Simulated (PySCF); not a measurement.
Which level of theory gave which numbers?

Species: dichlorosilane, Cl2H2Si.
SMILES with atom numbers: `[Cl:1][SiH2:2][Cl:3]` (hydrogens: H4, H5 on Si2)

Geometry (PBE0-D3(BJ)/def2-SVP, Å), atoms numbered from 1 in this order:
```xyz
5
Cl2H2Si angstrom
Cl    -1.6281    1.0736    0.0108
Si     0.0139   -0.1632   -0.0074
Cl     1.7255    0.9526   -0.2246
H      0.0800   -0.8824    1.2880
H     -0.0991   -1.0854   -1.1633
```

The closed-shell ground state was solved 7 times with PySCF (density fitting, gas phase), always in the def2-SVPD basis (94 functions), with these functionals: B3LYP, BHandHLYP, HF, LC-wPBE, LDA, PBE0 and wB97X-D.

| row | total energy (Eh) | HOMO (eV) | LUMO (eV) | dipole (D) |
| --- | --- | --- | --- | --- |
| P | -1210.8223 | -10.44 | 0.54 | 1.43 |
| Q | -1210.4753 | -11.96 | 1.79 | 1.44 |
| R | -1208.8298 | -12.45 | 2.26 | 1.52 |
| S | -1210.3953 | -9.19 | -0.33 | 1.35 |
| T | -1206.6776 | -7.87 | -1.43 | 1.29 |
| U | -1210.8688 | -8.94 | -0.56 | 1.33 |
| V | -1210.8138 | -11.07 | 1.41 | 1.39 |

**Question.** Which functional belongs to which row?

**Answer.** P = BHandHLYP, Q = LC-wPBE, R = HF, S = PBE0, T = LDA, U = B3LYP, V = wB97X-D. By rising HOMO–LUMO gap: LDA (LDA) 6.44 eV; B3LYP (global hybrid, 20 % exact exchange) 8.38 eV; PBE0 (global hybrid, 25 % exact exchange) 8.86 eV; BHandHLYP (global hybrid, 50 % exact exchange) 10.98 eV; wB97X-D (range-separated hybrid) 12.48 eV; LC-wPBE (range-separated hybrid) 13.75 eV; HF (all exact exchange) 14.71 eV. Total energies of different functionals aren't bounds to one another; each is stationary for its own functional.

The pairwise dispersion term of wB97X-D wasn't added to the energies; at a given geometry it leaves orbitals and properties as they are.
